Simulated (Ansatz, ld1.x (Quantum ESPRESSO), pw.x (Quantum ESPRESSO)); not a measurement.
# Equation-of-state test of one TM potential (Ta)

ld1.x (Quantum ESPRESSO) 7.5 input, shortened:

```
&input
   title='Ta', zed=73., rel=1, dft='PW', iswitch=3,
   config='[Xe] 4f14 5d3.5 6s1.5 6p0'
 /
 &inputp
   pseudotype=2, tm=.true., lloc=1,
   nlcc=.true., new_core_ps=.true., rcore=1.75
 /
3
6S  1  0   1.50   0.00  2.90  2.90  0.0
5D  3  2   3.50   0.00  2.00  2.00  0.0
6P  2  1   0.00   0.00  4.15  4.15  0.0
 &test
   configts(1)='5d3.5 6s1.5 6p0'
 /
```

Atomic tests: cutoffs needed: 30 Ry and 35 Ry (the cutoffs (Ry, on a coarse ladder) from which the occupation-weighted sum of valence levels, in a spherical-Bessel basis at the reference potential, stays within 10 and 1 mRy of its value at 400 Ry); ghost test: no extra level below or beside the all-electron valence levels (s, d, p, f tested) (spherical-Bessel basis up to 400 Ry, 20 bohr box); configuration tests: 1 of 9 tests not solved or not reliable.

Crystal test: sc Ta in pw.x 7.5, no spin, 12³ k-points, Fermi–Dirac smearing 0.01 Ry, cutoffs 50/200 Ry. The lattice is a test structure that the element need not adopt, and mesh and smearing are coarse.

pw.x input:

```
&control
  calculation='scf', prefix='x', pseudo_dir='./', outdir='./tmp', tstress=.true., disk_io='none'
/
&system
  ibrav=0, nat=1, ntyp=1, ecutwfc=50, ecutrho=200, nbnd=9,
  occupations='smearing', smearing='fd', degauss=0.01
/
&electrons
  conv_thr=1e-09, mixing_beta=0.4, electron_maxstep=70
/
ATOMIC_SPECIES
Ta 1.0 Ta.UPF
CELL_PARAMETERS angstrom
  2.67256161 0.00000000 0.00000000
  0.00000000 2.67256161 0.00000000
  0.00000000 0.00000000 2.67256161
ATOMIC_POSITIONS crystal
Ta 0.0000 0.0000 0.0000
K_POINTS automatic
12 12 12 0 0 0
```

```bash
pw.x < Ta.scf.in > Ta.scf.out
```

**Question.** How does the run end?

**Answer.** It converges; the pressure is 20.83 GPa against 1.96 GPa from all-electron LAPW. The largest radius (4.15 bohr) exceeds half the bond length (2.53 bohr), so the spheres overlap, which is one possible source of error among others. This is a poor potential for the solid. Atomic configuration tests: 1 of 9 tests not solved or not reliable. The logarithmic derivative shows an extra or strongly shifted pseudo pole above the reference energy (s near 1.42 Ry). The log shows:

```
     number of electrons       =         5.00
     number of Kohn-Sham states=            9
     kinetic-energy cutoff     =      50.0000  Ry
     charge density cutoff     =     200.0000  Ry
     scf convergence threshold =      1.0E-09
     Exchange-correlation= PW
     number of k points=    84  Fermi-Dirac smearing, width (Ry)=  0.0100
     iteration #  1     ecut=    50.00 Ry     beta= 0.40
     total energy              =     -30.43583103 Ry
     estimated scf accuracy    <       0.01435352 Ry
     iteration #  2     ecut=    50.00 Ry     beta= 0.40
     total energy              =     -30.43488954 Ry
     estimated scf accuracy    <       0.00333356 Ry
     iteration #  3     ecut=    50.00 Ry     beta= 0.40
     total energy              =     -30.43516226 Ry
     estimated scf accuracy    <       0.00013943 Ry
     iteration #  4     ecut=    50.00 Ry     beta= 0.40
     total energy              =     -30.43516852 Ry
     estimated scf accuracy    <       0.00000051 Ry
     iteration #  5     ecut=    50.00 Ry     beta= 0.40
     total energy              =     -30.43516846 Ry
     estimated scf accuracy    <       0.00000019 Ry
     iteration #  6     ecut=    50.00 Ry     beta= 0.40
     total energy              =     -30.43516849 Ry
     estimated scf accuracy    <       0.00000001 Ry
     iteration #  7     ecut=    50.00 Ry     beta= 0.40
     the Fermi energy is    11.0437 ev
!    total energy              =     -30.43516849 Ry
     estimated scf accuracy    <          5.4E-11 Ry
     smearing contrib. (-TS)   =      -0.00323968 Ry
     The total energy is F=E-TS. E is the sum of the following terms:
     one-electron contribution =       8.12762586 Ry
     hartree contribution      =       0.19020933 Ry
     xc contribution           =     -24.70487569 Ry
     ewald contribution        =     -14.04488831 Ry
     convergence has been achieved in   7 iterations
          total   stress  (Ry/bohr**3)                   (kbar)     P=      208.30
     Message from routine punch:
     Nothing written, as per user request (disk_io='none')
```
